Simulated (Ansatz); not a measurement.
# C₄H₇NO: a ladder of functionals and wavefunction methods

Aim: compute C₄H₇NO with functionals from several rungs and with coupled cluster. The yardstick is the atomisation energy at the CCSD(T) limit.

The runs use Ansatz 0.2.0, Gaussian basis; functionals in def2-TZVPP, the program's frozen cores in correlated methods.

The runs, in order: LDA (SPW92), PBE-D4, revPBE-D4, BLYP-D4, r2SCAN-D4, B97M-V, PBE0-D4, B3LYP-D4, r2SCANh-D4, r2SCAN0-D4, HSE06-D4, BHLYP-D4, CAM-B3LYP-D4, LC-ωPBE, ωB97X-V, ωB97M-V, B2PLYP, PBE-QIDH; CCSD(T)/def2-SVP; CCSD(T)/def2-TZVPP; MP2/def2-QZVPP; extrapolation to the limit; RPA on PBE.

### 1 Structure used throughout

All runs share one geometry, relaxed beforehand with PBE0-D4 in a triple-zeta def2 set.

SMILES `C=C=C(N)OC`, 13 atoms, charge 0, spin multiplicity 1.

Atoms are counted from 1 here; the program's logs count them from 0.

Bond lengths: C1–C2 1.303 Å, C1–H7 1.089 Å, C1–H8 1.090 Å, C2–C3 1.316 Å, C3–N4 1.391 Å, C3–O5 1.354 Å, N4–H9 1.008 Å, N4–H10 1.012 Å, O5–C6 1.410 Å, C6–H11 1.089 Å, C6–H12 1.094 Å, C6–H13 1.095 Å. Angles: C2–C1–H7 122.2°, C2–C1–H8 122.1°, H7–C1–H8 115.8°, C1–C2–C3 173.9°, C2–C3–N4 125.3°, C2–C3–O5 124.7°, N4–C3–O5 110.0°, C3–N4–H9 112.6°, C3–N4–H10 112.1°, H9–N4–H10 111.5°, C3–O5–C6 115.6°, O5–C6–H11 106.4°, O5–C6–H12 111.0°, O5–C6–H13 110.9°, H11–C6–H12 109.8°, H11–C6–H13 110.0°, H12–C6–H13 108.7°.

### 2 LDA

This LDA is Slater exchange with PW92 correlation.

in.yaml reads:

```yaml
crystal:
  periodic: [false, false, false]
  atoms:
    - {symbol: C, position_ang: [0.555454, -2.081513, 0.134133]}
    - {symbol: C, position_ang: [0.526919, -0.779211, 0.101194]}
    - {symbol: C, position_ang: [0.556273, 0.526452, -0.059236]}
    - {symbol: N, position_ang: [1.709223, 1.302475, -0.117889]}
    - {symbol: O, position_ang: [-0.537992, 1.309030, -0.216731]}
    - {symbol: C, position_ang: [-1.777413, 0.638739, -0.176802]}
    - {symbol: H, position_ang: [0.443976, -2.640614, 1.062479]}
    - {symbol: H, position_ang: [0.691976, -2.680497, -0.766475]}
    - {symbol: H, position_ang: [2.536664, 0.786359, 0.136612]}
    - {symbol: H, position_ang: [1.622704, 2.153205, 0.422418]}
    - {symbol: H, position_ang: [-2.543689, 1.404998, -0.280255]}
    - {symbol: H, position_ang: [-1.859705, -0.081412, -0.996365]}
    - {symbol: H, position_ang: [-1.903888, 0.107291, 0.771815]}
basis:
  gaussian: {orbitals: def2-TZVPP}
hamiltonian: {xc: lda}
output: {orbitals: {seedname: orbitals}}
```

On the command line:

```console
$ ansatz run in.yaml --threads 4 --pin off --events-out ev --progress --plain --max-ram 10444MiB
```

The runs that follow: PBE-D4 (GGA); revPBE-D4 (GGA); BLYP-D4 (GGA); r2SCAN-D4 (meta-GGA); B97M-V (meta-GGA); B3LYP-D4 (hybrid); r2SCANh-D4 (hybrid); r2SCAN0-D4 (hybrid); HSE06-D4 (hybrid); BHLYP-D4 (hybrid); CAM-B3LYP-D4 (range-separated); LC-ωPBE (range-separated); ωB97X-V (range-separated); ωB97M-V (range-separated); B2PLYP (double hybrid); PBE-QIDH (double hybrid); CCSD(T) in def2-SVP; CCSD(T) in def2-TZVPP; MP2 in def2-QZVPP; RPA on PBE orbitals.

Before running them: what should the planned runs give, taken together? Wanted: atomisation energy, CCSD(T)/CBS; farthest beyond LDA; mean size of error, GGA; mean size of error, meta-GGA; mean size of error, hybrid; mean size of error, range-separated; mean size of error, double hybrid; gap, smallest and largest; T1 diagnostic.

As calculated:

| quantity | value |
| --- | --- |
| atomisation energy, CCSD(T)/CBS | 5266.3 kJ/mol |
| functionals within 26.3 kJ/mol (0.5 %) | B97M-V, r2SCANh-D4, LC-ωPBE, ωB97X-V, PBE-QIDH |
| farthest beyond LDA | PBE-D4 (+208.3 kJ/mol) |
| mean size of error, GGA | 107.8 kJ/mol |
| mean size of error, meta-GGA | 28.0 kJ/mol |
| mean size of error, hybrid | 72.0 kJ/mol |
| mean size of error, range-separated | 28.4 kJ/mol |
| mean size of error, double hybrid | 23.5 kJ/mol |
| gap, smallest and largest | 3.47 eV (LDA (SPW92)), 10.76 eV (LC-ωPBE) |
| T1 diagnostic | 0.0122 |
| triples share of the correlation energy | 4.3 % |

**Reading.** The LDA atomisation energy is off by 906.7 kJ/mol (17 %): it overbinds. PBE-D4 is off by +208.3 kJ/mol. Double hybrids carry the basis error of their MP2 part in triple zeta, and no dispersion term here, so their miss is partly the set-up's. Taken by rung, double hybrid functionals do best (23.5 kJ/mol on average) and GGA ones worst beyond LDA (107.8 kJ/mol). The gap between the best rungs is small, so their order is not settled. The reference freezes the cores and leaves out relativity and excitations past (T), so misses under about 26.3 kJ/mol can't be ranked. Hartree-Fock recovers 70 % of the binding; the rest is correlation. CCSD(T) in def2-SVP is off by -256.0 kJ/mol, so the small basis spoils what the method gains. The gap grows from 3.5 to 10.8 eV across the functionals, mostly with the share of exact exchange.
